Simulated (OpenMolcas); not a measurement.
**PH3 (phosphine) at 6 levels**

Aim: a comparison of 6 runs (HF/STO-3G, HF/3-21G, BLYP/aug-cc-pVTZ, M06-L/aug-cc-pVTZ, r2SCAN/aug-cc-pVTZ, MP2/aug-cc-pVTZ) of PH3 (phosphine). 

Program for the calculation: OpenMolcas 26.06.

## Step 1: The structure to begin with

The species is PH3 (4 atoms), meant as a singlet with charge 0. SMILES: `P`. The P1–H4 distance was set to 2.130 Å, away from the relaxed value. At this shape a bond of the SMILES string is far longer than usual.

Bond lengths: P1–H2 1.420 Å, P1–H3 1.420 Å. Angles: H2–P1–H3 93.1°. A long bond or contact: P1–H4 2.130 Å.

## Step 2: A single-point energy at HF/STO-3G (run 1)

calc.input

```
* H3P Hartree-Fock
&GATEWAY
BasLib=$CurrDir
Coord
4
angstrom
P        0.504648      -1.001493      -0.180752
H        0.789548      -0.708993       1.179048
H       -0.846852      -1.337993       0.094848
H        0.028700       1.023500      -0.636900
Basis=STO-3G
Group=NoSym
&SEWARD
&SCF
Thresholds=1e-10 1e-07 1e-07 1e-05
PrOrbitals=1 1
```

The basis set STO-3G is read from a file made from the Basis Set Exchange's data (not shown).

The run is started by

```sh
$ export MOLCAS_MEM=1860
$ pymolcas calc.input > calc.log
```

Log:

```text
--- Start Module: gateway ---
[...]
--- Stop Module: gateway /rc=_RC_ALL_IS_WELL_ ---
--- Start Module: seward ---
[...]
      Basis functions           12
--- Stop Module: seward /rc=_RC_ALL_IS_WELL_ ---
--- Start Module: scf ---
[...]
       Convergence after  10 Iterations
[...]
::    Total SCF energy                               -338.4862015687
[...]
      Total spin, S                                     0.0000000000
[...]
      Total electronic charge=   18.000000
      Total            charge=   -0.000000
[...]
      Dipole Moment (debye):
      Origin of the operator (angstrom)=    0.4589   -0.9428   -0.1458
                   X= -1.6659E-01               Y= -6.2181E-01               Z=  6.1199E-01           Total=  8.8821E-01
      Quadrupole Moment (debye*angstrom):
[...]
--- Stop Module: scf /rc=_RC_ALL_IS_WELL_ ---
[...]
```

It took 1.6 s on 1 thread of Arm Neoverse V1, shared host; peak memory 0.37 GiB.

## Step 3: The energy at HF/3-21G (run 2)

mol.inp

```
&gateway
  baslib=$CurrDir
  coord
  4
  angstrom
  P        0.504648      -1.001493      -0.180752
  H        0.789548      -0.708993       1.179048
  H       -0.846852      -1.337993       0.094848
  H        0.028700       1.023500      -0.636900
  basis=3-21G
  group=NoSym

&seward

&scf
  thresholds=1e-10 1e-07 1e-07 1e-05
  prorbitals=1 1
```

The basis set 3-21G is read from a file made from the Basis Set Exchange's data (not shown).

The run is started by

```sh
$ export MOLCAS_MEM=1860
$ pymolcas mol.inp > mol.log
```

Log:

```text
--- Start Module: gateway ---
[...]
--- Stop Module: gateway /rc=_RC_ALL_IS_WELL_ ---
--- Start Module: seward ---
[...]
      Basis functions           19
--- Stop Module: seward /rc=_RC_ALL_IS_WELL_ ---
--- Start Module: scf ---
[...]
       Convergence after  11 Iterations
[...]
::    Total SCF energy                               -340.6284272678
[...]
      Total spin, S                                     0.0000000000
[...]
      Total electronic charge=   18.000000
      Total            charge=   -0.000000
[...]
      Dipole Moment (debye):
      Origin of the operator (angstrom)=    0.4589   -0.9428   -0.1458
                   X= -5.5219E-01               Y= -2.4759E-01               Z=  9.7698E-01           Total=  1.1492E+00
      Quadrupole Moment (debye*angstrom):
[...]
--- Stop Module: scf /rc=_RC_ALL_IS_WELL_ ---
[...]
```

It took 1.6 s on 1 thread of Arm Neoverse V1, shared host; peak memory 0.37 GiB.

Run 3 isn't shown in full; the table further down has it.

## Step 4: The energy at M06-L/aug-cc-pVTZ (run 4)

run.inp

```
* H3P Kohn-Sham DFT
>>> EXPORT MOLCAS_PRINT=2

&GATEWAY
 BASLIB=$CurrDir
 COORD
 4
 angstrom
 P        0.504648      -1.001493      -0.180752
 H        0.789548      -0.708993       1.179048
 H       -0.846852      -1.337993       0.094848
 H        0.028700       1.023500      -0.636900
 BASIS=aug-cc-pVTZ
 GROUP=NoSym

&SEWARD
 GRIDINPUT
 Grid=UltraFine
 End of Grid

&SCF
 KSDFT=M06L
 THRESHOLDS=1e-10 1e-07 1e-07 1e-05
 PRORBITALS=1 1
```

The basis set aug-cc-pVTZ is read from a file made from the Basis Set Exchange's data (not shown).

The run is started by

```sh
$ export MOLCAS_MEM=1860
$ pymolcas run.inp > run.log
```

Log:

```text
--- Start Module: gateway ---
[...]
--- Stop Module: gateway /rc=_RC_ALL_IS_WELL_ ---
--- Start Module: seward ---
[...]
      Basis functions          119
--- Stop Module: seward /rc=_RC_ALL_IS_WELL_ ---
[...]
--- Start Module: scf ---
[...]
       Convergence after  17 Iterations
[...]
::    Total KS-DFT energy                            -343.0785943081
[...]
      Total spin, S                                     0.0000000000
[...]
      Total electronic charge=   18.000000
      Total            charge=   -0.000000
[...]
      Dipole Moment (debye):
      Origin of the operator (angstrom)=    0.4589   -0.9428   -0.1458
                   X= -2.0096E-01               Y= -5.2281E-01               Z=  6.0651E-01           Total=  8.2557E-01
      Quadrupole Moment (debye*angstrom):
[...]
--- Stop Module: scf /rc=_RC_ALL_IS_WELL_ ---
[...]
```

Run time: 59 s. Hardware: 1 thread of Arm Neoverse V1, shared host; peak memory 0.75 GiB.

Run 5 isn't shown in full; the table further down has it.

## Step 5: A single-point energy at MP2/aug-cc-pVTZ (run 6)

test.inp

```
&GATEWAY
  BasLib = $CurrDir
  Coord
  4
  angstrom
  P        0.504648      -1.001493      -0.180752
  H        0.789548      -0.708993       1.179048
  H       -0.846852      -1.337993       0.094848
  H        0.028700       1.023500      -0.636900
  Basis = aug-cc-pVTZ
  Group = NoSym

&SEWARD

&SCF
  Thresholds = 1e-10 1e-07 1e-07 1e-05
  PrOrbitals = 0

&MBPT2
  Frozen = 5
```

The basis set aug-cc-pVTZ is read from a file made from the Basis Set Exchange's data (not shown).

The run is started by

```sh
$ export MOLCAS_MEM=1860
$ pymolcas test.inp > test.log
```

Log:

```text
--- Start Module: gateway ---
[...]
--- Stop Module: gateway /rc=_RC_ALL_IS_WELL_ ---
[...]
      Basis functions          119
[...]
--- Start Module: scf ---
[...]
       Convergence after  12 Iterations
[...]
::    Total SCF energy                               -342.4026829985
[...]
      Total spin, S                                     0.0000000000
[...]
      Total electronic charge=   18.000000
      Total            charge=   -0.000000
[...]
      Dipole Moment (debye):
      Origin of the operator (angstrom)=    0.4589   -0.9428   -0.1458
                   X= -1.8767E-01               Y= -8.4479E-01               Z=  7.7321E-01           Total=  1.1605E+00
      Quadrupole Moment (debye*angstrom):
[...]
--- Stop Module: scf /rc=_RC_ALL_IS_WELL_ ---
[...]
--- Start Module: mbpt2 ---
[...]
WARNING!
Default frozen orbitals as non valence orbitals is overwritten by user input.
Default values:   5
[...]
       Reference weight ( Cref**2 )         =        0.91794
::    Total MBPT2 energy                             -342.5819474307
[...]
      Total MBPT2 calculations                           0.56      0.62
--- Stop Module: mbpt2 /rc=_RC_ALL_IS_WELL_ ---
[...]
```

Run time: 16 s. Hardware: 1 thread of Arm Neoverse V1, shared host; peak memory 0.75 GiB.

## Step 6: All runs side by side

| run | level | integration grid | frozen core orbitals | energy (Eh) | dipole moment (D) of the reference | HOMO energy (eV) | LUMO energy (eV) | wall time |
| --- | --- | --- | --- | --- | --- | --- | --- | --- |
| 1 | HF/STO-3G | – | – | -338.486202 | 0.89 | -7.16 | 5.89 | 1.6 s |
| 2 | HF/3-21G | – | – | -340.628427 | 1.15 | -10.24 | 1.41 | 1.6 s |
| 3 | BLYP/aug-cc-pVTZ | UltraFine | – | -343.081184 | 0.82 | -6.76 | -3.07 | 36 s |
| 4 | M06-L/aug-cc-pVTZ | UltraFine | – | -343.078594 | 0.83 | -7.00 | -2.80 | 59 s |
| 5 | r2SCAN/aug-cc-pVTZ | UltraFine | – | -343.051358 | 0.81 | -7.09 | -3.00 | 53 s |
| 6 | MP2/aug-cc-pVTZ | – | 5 | -342.581947 | 1.16 | -10.23 | 0.43 | 16 s |

## Step 7: What came out

| quantity | value |
| --- | --- |
| run 6: total energy | -342.58195 Eh |
| run 6: dipole moment (mean-field density) | 1.16 D |
| run 6: HOMO energy (Hartree–Fock orbitals) | -10.23 eV |
| run 6: LUMO energy (Hartree–Fock orbitals) | 0.43 eV |
| run 6: HOMO–LUMO gap (Hartree–Fock orbitals) | 10.66 eV |
| run 6: correlation energy (5 core orbitals frozen) | -179.3 mEh |

Over runs 1, 2, 3, 4, 5 the dipole moment (its size) runs from 0.81 D (r2SCAN/aug-cc-pVTZ) to 1.15 D (HF/3-21G). The two ends differ in method and basis. Over runs 1, 2, 3, 4, 5 the HOMO–LUMO gap runs from 3.69 eV (BLYP/aug-cc-pVTZ) to 13.05 eV (HF/STO-3G). Totals of different functionals can't be ranked against each other. In run 1 the basis is minimal, so the values are rough. All runs together took 2.8 min, the longest 59 s.
